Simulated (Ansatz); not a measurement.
`CC1CC1`, relaxed with RKS PBE-D4/def2-SVP in Ansatz from a rough embedded geometry. The force threshold is 0.03 eV/Å; the program also tests the step.

Total charge 0; spin multiplicity 1.

Start:

```xyz
12

C     0.222   -1.308   -0.476
C     0.029   -0.260    0.483
C    -0.859    0.864    0.137
C     0.567    1.153    0.164
H     1.204   -1.860   -0.305
H    -0.572   -2.128   -0.390
H     0.214   -1.005   -1.536
H     0.004   -0.592    1.474
H    -1.536    1.299    0.942
H    -1.371    0.908   -0.830
H     1.128    1.255   -0.706
H     0.972    1.674    1.042
```

Task: By how much does the energy fall, and how many steps does the optimiser take? (An estimate is asked.)

Result: The calculation gave: 9.82 kcal/mol, in 4 steps.

Task: Which bonds change most? (An estimate is asked.)

Result: Computed: C1–C2 from 1.433 to 1.513 Å; C4–H11 from 1.040 to 1.103 Å; C2–H8 from 1.046 to 1.105 Å; C3–C4 from 1.455 to 1.513 Å.

Task: Give the relaxed structure. (Best estimate.)

Result: Computed: 
```xyz
12

C     0.230   -1.378   -0.500
C     0.016   -0.248    0.484
C    -0.908    0.899    0.144
C     0.587    1.125    0.212
H     1.205   -1.883   -0.335
H    -0.564   -2.149   -0.418
H     0.222   -1.003   -1.545
H     0.015   -0.562    1.543
H    -1.539    1.324    0.941
H    -1.385    0.895   -0.850
H     1.132    1.275   -0.734
H     0.989    1.706    1.057
```
